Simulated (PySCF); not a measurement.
SMILES ClCCl (CH2Cl2) (CAM-B3LYP/def2-SVP optimised geometry):

```
5

Cl     1.236    -0.553     0.000
C     -0.535    -0.553     0.000
Cl    -1.236     1.074     0.000
H     -0.878    -1.074    -0.900
H     -0.878    -1.074     0.900
```

Method: CAM-B3LYP/def2-TZVP (PySCF).

Q: What are the frontier orbital energies and the dipole moment?

A: HOMO-2 -10.78 eV, HOMO-1 -10.26 eV, HOMO -10.10 eV, LUMO 1.08 eV, LUMO+1 2.18 eV; dipole moment 1.68 D.

Meta-Löwdin charges at CAM-B3LYP/def2-TZVP: Cl1 -0.08, C2 -0.15, Cl3 -0.08, H4 0.15, H5 0.15.
